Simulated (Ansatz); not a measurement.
# How methods differ on SiH4O (Si(OH)H3)

SiH4O has 6 atoms, charge 0, and is taken as a singlet. SMILES: `[H][Si]([H])([H])O`. The shape is that of a GFN2-xTB optimisation.

```xyz
6

Si   -0.0599   -0.1150   -0.4079
O    -0.0595   -0.0919    1.2171
H     0.3273    0.6209    1.7173
H     1.3132   -0.1128   -0.9169
H    -0.7604    1.0584   -0.9332
H    -0.7606   -1.3597   -0.6764
```

Quantity: the energy change with the Si1–O2 bond stretched from 1.625 to 4.063 Å, in eV. The values are calculated.

```tsv
level	kind	program	value (eV)	less FCI/STO-3G	CPU time (all runs)
SVWN5/STO-3G (restricted)	LDA	Ansatz	6.89	+2.79	1.5 s
PBE/STO-3G (restricted)	GGA	Ansatz	6.37	+2.27	3 s
B3LYP/STO-3G (restricted)	global hybrid	Ansatz	7.17	+3.07	2.4 s
wB97X/STO-3G (restricted)	range-separated hybrid	Ansatz	8.44	+4.34	7.3 s
B2PLYP/STO-3G (restricted)	double hybrid	Ansatz	5.46	+1.36	3.1 s
MP2/STO-3G (restricted)	perturbation theory	Ansatz	4.39	+0.29	0.35 s
CCSD(T)/STO-3G (restricted)	coupled cluster or CI	Ansatz	3.88	-0.22	0.39 s
CCSDT(Q)/STO-3G (restricted)	coupled cluster or CI	Ansatz	4.12	+0.02	0.86 s
FCI/STO-3G	exact in the basis	Ansatz	4.10	0.00	7.8 s
```

FCI/STO-3G is exact within its basis and frozen core, so for wave-function methods in that basis the difference is their error; functionals converge differently with the basis, so for them it is only a difference. The first shape isn't each level's own minimum. The values span 3.88 to 8.44 eV. All rows use very small basis sets, so even the best lies far from the true value. CPU times are rough (shared hosts, several kinds of processor): they show what a rung costs within a factor of a few.
